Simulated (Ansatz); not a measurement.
# BiRh: experiment and calculation

**Measured values to compare with.**

“The Binary Bi-Rh Phase Diagram: Stable and Metastable Phases”, 2017, pmc:6956871 reports, for a powder of BiRh at 300 K: lattice constant a 4.087 ± 0.006 Å; lattice constant c 5.669 ± 0.008 Å.

The runs below are set against these values where they give the same quantity.

All numbers below come from DFT r2SCAN, scalar-relativistic, plane waves, PAW (Ansatz).

Plane waves to 500 eV, a k mesh through Γ of 12×12×8 on the computed 4-atom cell and Gaussian smearing (0.10 eV); no spin polarisation.

Relaxed structure, symmetry kept:

```
Bi Rh
1.0
     4.12987    0.00000    0.00000
    -2.06494    3.57658    0.00000
     0.00000    0.00000    5.69132
Bi Rh
2 2
Cartesian
  0.0000 2.3844 1.4228
  2.0649 1.1922 4.2685
  0.0000 0.0000 0.0000
  0.0000 0.0000 2.8457
```

| Property | Result |
| --- | --- |
| Space group | P6_3/mmc (No. 194) |
| Volume per atom | 141.8 bohr³ |
| Formation energy from the elements' standard states (uncorrected) | -0.192 eV/atom |
| Generalised Kohn–Sham band gap | none (metal) |
| Density of states at the Fermi level | 2.38 states/eV per cell |
| Löwdin character within 0.5 eV of the Fermi level | Rh 4d 54 %, Bi 6p 35 % |
| Bulk modulus | 127 GPa |
| Its pressure derivative | 5.1 |
| Bader charges (e) | Bi (2 in the cell) 0.46, Rh (2 in the cell) -0.46 |

Spin-orbit coupling is left out, which matters for the bands of heavy elements.

Against the measured lattice constant a of BiRh, 4.087 Å (300 K; powder; the paper above), the calculated 4.130 Å is off by +1.0 %. Measured lattice constant c of BiRh: 5.669 Å (300 K; powder; the paper above). This calculation gives 5.691 Å (+0.4 %). The calculation is for 0 K without zero-point motion.

Cost: 9 runs of about 25 core-minutes in all, on Arm Neoverse V1 (shared hosts).